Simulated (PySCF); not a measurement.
System: rock-salt LiBr. Method: MP2 in PySCF (GTH pseudopotentials, Gaussian basis).

The cell has the measured lattice parameters. Conventional cell: a = 5.5010 Å, b = 5.5010 Å, c = 5.5010 Å, α = 90.00°, β = 90.00°, γ = 90.00°.

The correlation energy at a fixed k mesh 2×2×2:

```tsv
basis	value (eV/atom)
DZ	-1.8598
TZ	-2.5969
QZ	-2.9202
```

**Question.** Taking the value to converge with the cardinal number X as X^(−3), extrapolate from the last two rows.

**Answer.** With y = y∞ + c/w and weights w = 27 and 64 for the last two rows, y∞ = (w2 y2 − w1 y1)/(w2 − w1) = (64 × -2.9202 − 27 × -2.5969)/37 = -3.1561 eV/atom, which lies 0.2359 beyond the last row. Successive pairs of rows give -2.9073, -3.1561. The limit also hangs on the law assumed, so its last digits aren't firm.

The other settings are not extrapolated, so this is the limit in one setting alone.
